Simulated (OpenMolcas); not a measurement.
## A ladder of methods for PH (SMILES [PH])

PH: 2 atoms, total charge 0, spin state triplet. As SMILES, `[PH]`. The coordinates come from a PBE0-D4/def2-TZVP relaxation.

```xyz
2

P     0.0000    0.0000   -0.0146
H     0.0000    0.0000    1.4137
```

Each level gives the lowest excitation energy (eV). The values are calculated.

```
                                   level                   kind     program  value (eV)  CPU time
                     CASPT2(6,5)/pcseg-0         multireference  OpenMolcas        3.79     5.5 s
CASPT2(6,5)/6-31G* (spherical functions)         multireference  OpenMolcas        3.86     3.8 s
          MRACPF(4,4)/ANO-XS-VDZP (DKH2)  coupled cluster or CI  OpenMolcas        4.13     3.2 s
                             FCI/pcseg-0     exact in the basis  OpenMolcas        3.80     2.1 s
        FCI/6-31G* (spherical functions)     exact in the basis  OpenMolcas        3.93     4.7 s
```

The values span 3.79 to 4.13 eV. CPU times are rough (shared hosts, several kinds of processor and program).
